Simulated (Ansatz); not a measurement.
Elements on the sites of an ideal fcc lattice, at a guessed lattice constant:

```yaml
crystal:
  lattice:
    - [-4.01660, -4.01660, 0.00000]
    - [0.00000, 4.01660, 4.01660]
    - [-4.01660, 4.01660, -4.01660]
  atoms:
    - { symbol: Pd, position: [0.00000, 0.00000, 0.00000] }
    - { symbol: Pd, position: [0.83333, 0.16667, 0.66667] }
    - { symbol: Pd, position: [0.33333, 0.16667, 0.66667] }
    - { symbol: Pd, position: [0.66667, 0.33333, 0.33333] }
    - { symbol: Pd, position: [0.50000, 0.50000, 0.00000] }
    - { symbol: Pd, position: [0.33333, 0.66667, 0.66667] }
    - { symbol: Pd, position: [0.66667, 0.83333, 0.33333] }
    - { symbol: Pd, position: [0.16667, 0.83333, 0.33333] }
    - { symbol: Au, position: [0.50000, 0.00000, 0.00000] }
    - { symbol: Au, position: [0.16667, 0.33333, 0.33333] }
    - { symbol: Au, position: [0.00000, 0.50000, 0.00000] }
    - { symbol: Au, position: [0.83333, 0.66667, 0.66667] }
```

Cell and atoms were relaxed without symmetry on coarser meshes and computed once more. Computed with DFT r2SCAN, scalar-relativistic, plane waves, PAW (Ansatz 0.2.0).

Plane waves to 500 eV, a k mesh through Γ of 7×7×5 on the computed 12-atom cell and Gaussian smearing (0.10 eV); no spin polarisation.

The relaxation ran on 3×3×2 (shifted) k points with a smearing of 0.1 eV, from sites shaken by 0.02 Å.

**Question.** What does the relaxation give?

**Answer.** A volume of 15.65 Å³/atom and no gap on the mesh. It lies 0.07 eV/atom below the elements' standard states (static lattices, no corrections for gases). The atoms leave their sites by 0.01 Å (root mean square) and 0.02 Å at most, and the cell stretches by up to 0.3 % at fixed volume.

```
CELL_PARAMETERS angstrom
-3.96378 -3.98106 -0.00504
0.00474 3.98137 3.96635
-3.97045 3.98269 -3.97241
ATOMIC_POSITIONS crystal
Pd 0.00197 0.00073 0.99960
Pd 0.83446 0.16573 0.66460
Pd 0.33534 0.16744 0.66698
Pd 0.66713 0.33290 0.33454
Pd 0.50207 0.50076 0.99954
Pd 0.33715 0.66851 0.66453
Pd 0.66889 0.83408 0.33205
Pd 0.16991 0.83575 0.33455
Au 0.50201 0.00079 0.99949
Au 0.16966 0.33321 0.33469
Au 0.00207 0.50080 0.99954
Au 0.83456 0.66821 0.66430
```

The final mesh leaves forces up to 0.03 eV/Å and stresses up to 1.1 GPa: the relaxation ran on a coarser mesh, so the cell's shape, its bonds and its energy belong partly to that mesh.

Spin-orbit coupling is left out, which matters for the bands of heavy elements.

Cost: 2 runs of about 25 core-minutes in all (earlier runs that led there not counted), on Arm Neoverse V1 (shared hosts).